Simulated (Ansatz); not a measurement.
# CH₃Si (doublet): the correlation ladder at a displaced geometry (v1), cc-pVDZ

The task here is to estimate one member of a computed series from the others.

The runs use Ansatz 0.2.0, Gaussian basis; cc-pVDZ, core rule «outside noble gas», up to 6 orbitals frozen.

Plan: UHF; CCSD(T) on ROHF; CCSD(T) on UHF; BCCD(T) on ROHF; CISD; CCSDT(Q) on ROHF; CCSDT(Q) on UHF.

17 further runs of the same task are left out: 6 that didn't finish, 11 set aside as unsound or not needed.

## What is computed

The geometry is a PBE0/def2-TZVP stationary point (not a proven minimum) with its atoms shifted at random (size 0.040 Å).

5 atoms, charge 0, spin multiplicity 2.

Atoms are counted from 1 here; the program's logs count them from 0.

Bond lengths: Si1–C2 1.901 Å, Si1–H3 1.454 Å, Si1–H4 1.439 Å, Si1–H5 1.577 Å. Angles: C2–Si1–H3 110.3°, C2–Si1–H4 112.7°, C2–Si1–H5 98.3°, H3–Si1–H4 110.2°, H3–Si1–H5 114.5°, H4–Si1–H5 110.4°.

Set-up of the first run:

The input, in.yaml:

```yaml
crystal:
  periodic: [false, false, false]
  atoms:
    - {symbol: Si, position_ang: [0.000007, 0.004028, 0.499398]}
    - {symbol: C, position_ang: [0.025607, -0.012117, -1.401224]}
    - {symbol: H, position_ang: [0.680309, -1.169191, 1.022746]}
    - {symbol: H, position_ang: [0.577727, 1.200665, 1.052549]}
    - {symbol: H, position_ang: [-1.563359, 0.000678, 0.706452]}
basis:
  gaussian: {orbitals: cc-pVDZ}
magnetization: {spin_polarized: true, initial_magnetization: 1}
hamiltonian: {xc: hf}
output: {orbitals: {seedname: orbitals}}
```

Launch:

```bash
> ansatz run in.yaml --threads 1 --pin off --events-out ev --progress --plain --max-ram 2393MiB
```

Among the steps run: UHF; CCSD(T) on ROHF; CCSD(T) on UHF; BCCD(T) on ROHF; CISD; CCSDT(Q) on ROHF; CCSDT(Q) on UHF.

One of the session's tables, all rows but one given; the rest of the session is left out.

| method | from UCCSDT(Q) (meV) |
| --- | --- |
| ROHF | +6399.8 |
| UHF | +5988.6 |
| RMP2 | +1507.4 |
| UMP2 | +1519.7 |
| CISD | +708.8 |
| RCCSD | +200.6 |
| UCCSD | +197.3 |
| RCCSD(T) | +44.4 |
| UCCSD(T) | +38.1 |
| BCCD(T) | +45.0 |
| RCCSDT | ? |
| UCCSDT | +10.7 |
| RCCSDT(Q) | +0.5 |
| UCCSDT(Q) | 0 |

Q: Estimate the row for RCCSDT from the others.

As computed: from UCCSDT(Q) (meV): +7.9. In the column «from UCCSDT(Q) (meV)» it lies between RCCSDT(Q) (+0.5) and UCCSDT (+10.7).

Limits of these values: The determinant is far from a pure spin state, so its energy mixes those of several spin states (harmless only where they are near-degenerate, as at dissociation). Restricted and unrestricted rows rest on different reference determinants; where their highest levels disagree by more than a few hundredths of an eV, they describe different states and don't form one ladder.
